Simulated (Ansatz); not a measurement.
`C/N=C\F` + `OC1=NC1` → `COC1=NC1` + `N=CF`  (substitution at a C–N bond)

Calculated with Ansatz (gas phase, PBE0-D4/def2-TZVP geometries, no zero-point term in ΔE). CCSD(T)/CBS adds triple-zeta CCSD(T) − MP2 to the extrapolated MP2 energy (def2 sets, frozen cores). This one scheme is used for every species. DFT in def2-TZVPP. HSE06 is defined as in plane-wave codes. One conformer a species, not always the lowest.

`C/N=C\F`:

Cartesian coordinates in Å:
```
C -0.629 -0.593 0.583
N -0.408 0.128 -0.647
C 0.649 0.738 -0.858
F 1.692 0.809 -0.005
H 0.212 -0.568 1.281
H -1.512 -0.177 1.073
H -0.862 -1.631 0.338
H 0.858 1.294 -1.767
```

`OC1=NC1`:

```xyz
7

O     1.270   -0.994    0.418
C     0.377   -0.140   -0.030
N     0.215    0.770   -0.866
C    -0.952    0.351    0.080
H     2.092   -0.868   -0.079
H    -1.781   -0.179   -0.382
H    -1.220    1.060    0.860
```

`COC1=NC1`:

```xyz
10

C    -1.234    0.494    1.142
O    -0.709    0.666   -0.181
C     0.334   -0.081   -0.424
N     1.077   -0.934    0.105
C     1.330   -0.473   -1.361
H    -2.090    1.161    1.215
H    -1.543   -0.542    1.291
H    -0.479    0.759    1.883
H     2.209    0.144   -1.529
H     1.106   -1.196   -2.141
```

`N=CF`:

Z-matrix (Å, degrees):
```
C
N 1 1.242
F 1 1.328 2 120.0
H 1 1.092 2 129.8 3 -180.0
H 2 1.016 1 110.6 3 -180.0
```

Question: Is it downhill or uphill in electronic energy at CCSD(T)/CBS, and by how much? (An estimate is asked.)

Answer: Ansatz gave: Uphill: ΔE = +4.4 kcal/mol.

Question: What do these levels give: PBE0-D4, r2SCANh-D4, HSE06-D4, CAM-B3LYP-D4, ωB97M-V, PBE-QIDH, revPBE, r2SCAN, RPA@PBE/def2-TZVPP, CCSD(T)/def2-SVP, CCSD/def2-TZVPP, SCS-MP2/def2-QZVPP? (An estimate is asked.)

Answer: Computed: PBE0-D4 5.3, r2SCANh-D4 4.8, HSE06-D4 5.3, CAM-B3LYP-D4 4.2, ωB97M-V 4.3, PBE-QIDH 5.0, revPBE 5.6, r2SCAN 4.9, RPA@PBE/def2-TZVPP 3.3, CCSD(T)/def2-SVP 5.3, CCSD/def2-TZVPP 4.1, SCS-MP2/def2-QZVPP 4.3 kcal/mol.

Largest T1 diagnostic among the species: 0.013.

In def2-TZVPP, CCSD(T) changes the Hartree–Fock value by +1.5 kcal/mol (the triples alone add +0.1 kcal/mol) and MP2 by +2.0 kcal/mol. At CCSD(T), def2-SVP lies +0.9 kcal/mol from the extrapolated value and def2-TZVPP −0.2 kcal/mol.
